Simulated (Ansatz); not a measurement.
We consider graphite, described by PBE-D4 in Ansatz (PAW).

Settings: plane-wave cutoff 520 eV, 24×24×8 k mesh (along the axes of the cell as run), Fermi–Dirac smearing 0.05 eV, scalar-relativistic PAW data made under PBE.

Energies at three volumes about the minimum:

```
V (Å³/atom)  E − E_lowest (meV/atom)
-----------  -----------------------
8.555                           0.41
8.730                           0.00
8.904                           0.35
```

### Question
Fit a parabola by hand: where is the minimum, and what is the bulk modulus?

### Answer
Slopes: (0.00 − 0.41)/(8.730 − 8.555) = -2.343 and (0.35 − 0.00)/(8.904 − 8.730) = 2.011 meV/Å³. Curvature E″ = 2 × (2.011 − (-2.343))/(8.904 − 8.555) = 24.951 meV/Å⁶. From the middle of the first interval, the slope vanishes at V0 = 8.6425 − (-2.343)/24.951 = 8.736 Å³/atom. B = V0 E″ = 8.736 × 24.951 meV/Å³ × 0.1602 GPa per meV/Å³ = 34.9 GPa. The full Birch–Murnaghan fit to all volumes gives V0 = 8.730 Å³/atom and B0 = 34.8 GPa.

Shape and atoms are relaxed at each volume.

Measured, for comparison: bulk modulus 33.8 ± 0.3 GPa (room temperature, not corrected to a static lattice, our sources range from 33.8 to 35.8; as tabulated in Ouyang et al. (2019), arXiv:1912.06187). Computed (rounded) less measured: bulk modulus +3 % (inside the range of the sources held).

Note: the bulk modulus comes from volumes at which shape and atoms were relaxed.

Ansatz is an electronic-structure program.
